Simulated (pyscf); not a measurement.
Optimised with ωB97X-D3(BJ)/def2-SVP in PySCF.

Q: O=RuH(=O)(=O)–F → O=Ru(=O)=O [singlet] + hydrogen fluoride (HF)
Surface: singlet. Broken: F–Ru, H–Ru. Formed: F–H. Give ΔE‡ and ΔE from ωB97M-D3(BJ)/def2-TZVP, relative to the reactant's lowest minimum found.

A: ΔE‡ = 0.23 eV, ΔE = -2.24 eV. Zero-point energy shifts the barrier by -0.07 eV. It is a 1,1-elimination, with an imaginary mode of 1015i cm⁻¹. O=RuH(=O)(=O)–F lies 3.46 eV over its isomer O=Ru(=O)(OH)–F [singlet] (electronic energy, ωB97M-D3(BJ)/def2-TZVP). One saddle was located; it need not be the lowest between these sides. Elements past Kr carry the def2 core potentials, without spin-orbit coupling.
